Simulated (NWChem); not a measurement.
System: NH2, doublet; SMILES [NH2]

Here is an NWChem input.

```
start job
memory heap 200 mb stack 900 mb global 1100 mb
geometry units angstroms noautoz
  N      0.000000     0.000000     0.166678
  H      0.804064     0.000000    -0.471843
  H     -0.804064     0.000000    -0.471843
end
basis spherical
  * library 3-21g
end
dft
  odft
  mult 2
  xc xtpss03 ctpss03
  iterations 150
  mulliken
end
task dft energy
```

Parts of the log:

```
             Northwest Computational Chemistry Package (NWChem) 7.3.0
             --------------------------------------------------------

 C2V symmetry detected

                             Geometry "geometry" -> ""
                             -------------------------

 Output coordinates in angstroms (scale by  1.889725989 to convert to a.u.)

  No.       Tag          Charge          X              Y              Z
 ---- ---------------- ---------- -------------- -------------- --------------
    1 N                    7.0000     0.00000000     0.00000000     0.14189356
    2 H                    1.0000     0.80406400     0.00000000    -0.49662744
    3 H                    1.0000    -0.80406400     0.00000000    -0.49662744

 Effective nuclear repulsion energy (a.u.)       7.5444893523

      Symmetry information
      --------------------

 Group name             C2v
 Group number             16
 Group order               4
 No. of unique centers     2

                                 NWChem DFT Module
                                 -----------------

 Summary of "ao basis" -> "ao basis" (spherical)
 ------------------------------------------------------------------------------
       Tag                 Description            Shells   Functions and Types
 ---------------- ------------------------------  ------  ---------------------
 N                           3-21g                   5        9   3s2p
 H                           3-21g                   2        2   2s

      Symmetry analysis of basis
      --------------------------

        a1          7
        a2          0
        b1          4
        b2          2

            General Information
            -------------------
          SCF calculation type: DFT
          Wavefunction type:  spin polarized.
          No. of atoms     :     3
          No. of electrons :     9
           Alpha electrons :     5
            Beta electrons :     4
          Charge           :     0
          Spin multiplicity:     2
          Use of symmetry is: on ; symmetry adaption is: on
          Maximum number of iterations: 150
          AO basis - number of functions:    13
                     number of shells:     9
          Convergence on energy requested:  1.00D-06
          Convergence on density requested:  1.00D-05
          Convergence on gradient requested:  5.00D-04

              XC Information
              --------------
                  TPSS metaGGA Exchange Functional  1.000
             TPSS03 metaGGA Correlation Functional  1.000

             Grid Information
             ----------------
          Grid used for XC integration:  medium
          Radial quadrature: Mura-Knowles
          Angular quadrature: Lebedev.
          Tag              B.-S. Rad. Rad. Pts. Rad. Cut. Ang. Pts.
          ---              ---------- --------- --------- ---------
          N                   0.65       49           5.0       434
          H                   0.35       45           6.0       434
          Grid pruning is: on
          Number of quadrature shells:    94
          Spatial weights used:  Erf1

      Superposition of Atomic Density Guess
      -------------------------------------

 Sum of atomic energies:         -55.00575769

      Non-variational initial energy
      ------------------------------

 Total energy =     -55.068736
 1-e energy   =     -89.077215
 2-e energy   =      26.463990
 HOMO         =      -0.250055
 LUMO         =       0.203718

   Symmetry analysis of molecular orbitals - initial alpha
   -------------------------------------------------------

  Numbering of irreducible representations:

     1 a1          2 a2          3 b1          4 b2

  Orbital symmetries:

     1 a1          2 a1          3 b1          4 a1          5 b2
     6 a1          7 b1          8 b1          9 a1         10 b2
    11 a1         12 b1         13 a1

   Symmetry analysis of molecular orbitals - initial beta
   ------------------------------------------------------

  Numbering of irreducible representations:

     1 a1          2 a2          3 b1          4 b2

  Orbital symmetries:

     1 a1          2 a1          3 b1          4 a1          5 b2
     6 a1          7 b1          8 b1          9 a1         10 b2
    11 a1         12 b1         13 a1

     ---------------------------------------------
      Total Density - Mulliken Population Analysis
     ---------------------------------------------

    Atom       Charge   Shell Charges
 -----------   ------   -------------------------------------------------------
    1 N    7     7.66   1.99  0.43  1.65  1.42  2.17
    2 H    1     0.67   0.39  0.28
    3 H    1     0.67   0.39  0.28

     --------------------------------------------
      Spin Density - Mulliken Population Analysis
     --------------------------------------------

    Atom       Charge   Shell Charges
 -----------   ------   -------------------------------------------------------
    1 N    7     1.00   0.00  0.00  0.41  0.00  0.59
    2 H    1     0.00   0.00  0.00
    3 H    1     0.00   0.00  0.00

   convergence    iter        energy       DeltaE   RMS-Dens  Diis-err
 ---------------- ----- ----------------- --------- --------- ---------
 d= 0,ls=0.0,diis     1    -55.5470784611 -6.31D+01  1.77D-02  3.35D-02
                                                     1.52D-02  3.23D-02
 d= 0,ls=0.0,diis     2    -55.5629212504 -1.58D-02  5.86D-03  2.49D-03
                                                     4.91D-03  1.14D-03
 d= 0,ls=0.0,diis     3    -55.5633889704 -4.68D-04  1.79D-03  1.55D-03
                                                     1.92D-03  1.63D-03
 d= 0,ls=0.0,diis     4    -55.5640979934 -7.09D-04  1.37D-04  3.63D-06
                                                     2.94D-04  8.30D-06
 d= 0,ls=0.0,diis     5    -55.5641049329 -6.94D-06  1.22D-04  9.02D-07
                                                     8.13D-05  2.70D-07
 d= 0,ls=0.0,diis     6    -55.5641058002 -8.67D-07  6.73D-06  1.59D-09
                                                     9.63D-06  3.58D-09

         Total DFT energy =      -55.564105800162
      One electron energy =      -89.845978337168
           Coulomb energy =       34.346003488508
    Exchange-Corr. energy =       -7.608620303825
 Nuclear repulsion energy =        7.544489352323

 Numeric. integr. density =        9.000001451934

                  Occupations of the irreducible representations
                  ----------------------------------------------

                     irrep           alpha         beta
                     --------     --------     --------
                     a1                3.0          3.0
                     a2                0.0          0.0
                     b1                1.0          1.0
                     b2                1.0          0.0

                    DFT Final Alpha Molecular Orbital Analysis
                    ------------------------------------------

 Vector    3  Occ=1.000000D+00  E=-4.207830D-01  Symmetry=b1
              MO Center=  2.0D-16, -6.6D-32, -1.4D-01, r^2= 9.7D-01
   Bfn.  Coefficient  Atom+Function         Bfn.  Coefficient  Atom+Function
  ----- ------------  ---------------      ----- ------------  ---------------
     3      0.404822  1 N  px                 7      0.305445  1 N  px
    10      0.240479  2 H  s                 12     -0.240479  3 H  s
    11      0.215691  2 H  s                 13     -0.215691  3 H  s

 Vector    4  Occ=1.000000D+00  E=-2.466832D-01  Symmetry=b2
              MO Center=  1.2D-30, -1.5D-14,  1.4D-01, r^2= 6.9D-01
   Bfn.  Coefficient  Atom+Function         Bfn.  Coefficient  Atom+Function
  ----- ------------  ---------------      ----- ------------  ---------------
     8      0.610844  1 N  py                 4      0.536988  1 N  py

 Vector    5  Occ=1.000000D+00  E=-2.435850D-01  Symmetry=a1
              MO Center=  8.2D-18,  1.5D-14,  3.1D-01, r^2= 8.0D-01
   Bfn.  Coefficient  Atom+Function         Bfn.  Coefficient  Atom+Function
  ----- ------------  ---------------      ----- ------------  ---------------
     6      0.542807  1 N  s                  9      0.448979  1 N  pz
     5      0.423560  1 N  pz                11     -0.147809  2 H  s
    13     -0.147809  3 H  s                 10     -0.128120  2 H  s
    12     -0.128120  3 H  s                  1     -0.114861  1 N  s
     2      0.096713  1 N  s

 Vector    6  Occ=0.000000D+00  E= 9.081610D-02  Symmetry=a1
              MO Center=  1.5D-15, -1.8D-17, -5.6D-01, r^2= 2.2D+00
   Bfn.  Coefficient  Atom+Function         Bfn.  Coefficient  Atom+Function
  ----- ------------  ---------------      ----- ------------  ---------------
     6      1.192048  1 N  s                 11     -0.963713  2 H  s
    13     -0.963713  3 H  s                  9     -0.591129  1 N  pz
     5     -0.279114  1 N  pz                 1     -0.117816  1 N  s
    10     -0.088303  2 H  s                 12     -0.088303  3 H  s
     2      0.070798  1 N  s

 Vector    7  Occ=0.000000D+00  E= 1.635216D-01  Symmetry=b1
              MO Center= -5.8D-16,  3.1D-32, -4.7D-01, r^2= 2.2D+00
   Bfn.  Coefficient  Atom+Function         Bfn.  Coefficient  Atom+Function
  ----- ------------  ---------------      ----- ------------  ---------------
    11      1.145575  2 H  s                 13     -1.145575  3 H  s
     7     -0.880883  1 N  px                 3     -0.395866  1 N  px
    10      0.106478  2 H  s                 12     -0.106478  3 H  s

[...]
```

Level: TPSS/3-21G, spin-unrestricted. In the optimisation the excess spin sits in b2 (C2v, its own frame). Structure relaxed at the PBE0-D3(BJ)/def2-TZVP, spin-unrestricted level. No stability test was run on the SCF state.
